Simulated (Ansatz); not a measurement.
I need an active-space calculation of C2H4S, SMILES CC=S. Use the Python package of Ansatz (0.2.0). Settings: Hartree-Fock, def2-SVP basis, multiplicity 1.

The script reads `c2h4s.xyz`:
```text
7

C    -0.52760    0.29860   -0.12520
C     0.68320   -0.44950    0.04670
S     1.32840   -0.70270    1.54190
H    -1.24490   -0.28310   -0.62900
H    -0.36370    1.18220   -0.81580
H    -0.98500    0.73200    0.80450
H     1.17070   -0.84540   -0.86880
```

The script, `cas_c2h4s.py`:
```python
import warnings

import ansatz as az

BASIS = 'def2-SVP'

warnings.simplefilter('ignore', az.DeckWarning)

system = az.Crystal.molecule_from_extxyz('c2h4s.xyz')

job = (
    system.calculation()
    .basis(gaussian=BASIS)
    .correlation(active_electrons=4, active_orbitals=5)
)
for method in [None]:
    data = (job if method is None else job.correlation(method)).run(threads=1).report
    space = data['configurations']
    state = space['states'][0]
    print(method or 'casscf', f'total {data["free_energy_ev"] / 27.211386246:.6f} Ha, active-space state {state["energy"]["hartree"]:.6f} Ha, mean field {data["reference_energy_ev"] / 27.211386246:.6f} Ha')
    print('  determinants', state['n_determinants'], ' natural occupations', [round(n, 3) for n in space['natural_occupations']])
print('effectively unpaired electrons, sum of min(n, 2 - n):', round(sum(min(n, 2 - n) for n in space['natural_occupations']), 3))
```

```console
$ python cas_c2h4s.py
casscf total -475.435703 Ha, active-space state -475.435703 Ha, mean field -475.375837 Ha
  determinants 100  natural occupations [1.97, 1.91, 0.089, 0.027, 0.004]
effectively unpaired electrons, sum of min(n, 2 - n): 0.239
```

Total energies depend on the basis set; only differences at equal settings carry meaning. The geometry is a force-field or estimated start, not a minimum of this method, and the basis set is short of its limit. The active space starts as a window about the frontier orbitals and is then optimised, not chosen by chemistry. Hardware and time: 2.7 s on 1 thread of INTEL(R) XEON(R) PLATINUM 8581C CPU @ 2.10GHz (Emerald Rapids), with other jobs on the host, peak memory 0.19 GiB.
